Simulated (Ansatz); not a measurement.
Consider the isomerisation: `CNC(C)=N` → `CCC(=N)N`.

Computed with Ansatz on PBE0-D4/def2-TZVP structures; ΔE is electronic, products minus reactants. CBS: MP2 limit from def2 TZ/QZ plus the TZ coupled-cluster correction, frozen cores. Functionals use def2-TZVPP. B3LYP here is the variant with VWN-RPA as its local correlation; programs differ in this. One conformer a species, not always the lowest.

`CNC(C)=N`:

Z-matrix (Å, degrees):
```
C
N 1 1.439
H 1 1.090 2 109.0
H 1 1.096 2 112.3 3 121.4
H 1 1.091 2 109.7 3 -119.4
C 2 1.363 1 120.7 3 175.7
H 2 1.004 1 117.8 3 -28.2
N 6 1.277 2 119.7 1 -8.0
C 6 1.505 2 114.1 1 173.0
H 8 1.014 6 110.2 2 -177.1
H 9 1.089 6 110.6 2 175.3
H 9 1.094 6 110.6 2 -64.7
H 9 1.093 6 110.8 2 54.7
```

`CCC(=N)N`:

Cartesian coordinates in Å:
```
C -0.863 -0.261 1.303
C -0.068 0.694 0.420
C 0.674 -0.019 -0.683
N 1.930 -0.228 -0.729
N -0.130 -0.533 -1.668
H -1.375 0.283 2.099
H -1.613 -0.805 0.725
H -0.203 -0.999 1.765
H 0.660 1.244 1.020
H -0.741 1.440 -0.019
H 2.382 0.156 0.095
H 0.356 -0.892 -2.473
H -1.007 -0.079 -1.852
```

Q: Is it downhill or uphill in electronic energy at CCSD(T)/CBS, and by how much? (An estimate is asked.)

A: Ansatz gave: Downhill: ΔE = -21.5 kJ/mol.

Q: What do these levels give: PBE0-D4, B3LYP-D4, ωB97X-V, ωB97M-V, B2PLYP, r2SCAN, PBE0, HF/def2-QZVPP, SCS-MP2/def2-QZVPP, HF/CBS(def2), MP2/CBS(def2), CCSD/CBS(def2)? (An estimate is asked.)

A: Computed: PBE0-D4 -19.6, B3LYP-D4 -17.9, ωB97X-V -19.4, ωB97M-V -20.8, B2PLYP -19.2, r2SCAN -19.3, PBE0 -19.2, HF/def2-QZVPP -18.9, SCS-MP2/def2-QZVPP -21.2, HF/CBS(def2) -18.8, MP2/CBS(def2) -22.1, CCSD/CBS(def2) -21.7 kJ/mol.

Largest T1 diagnostic among the species: 0.012.
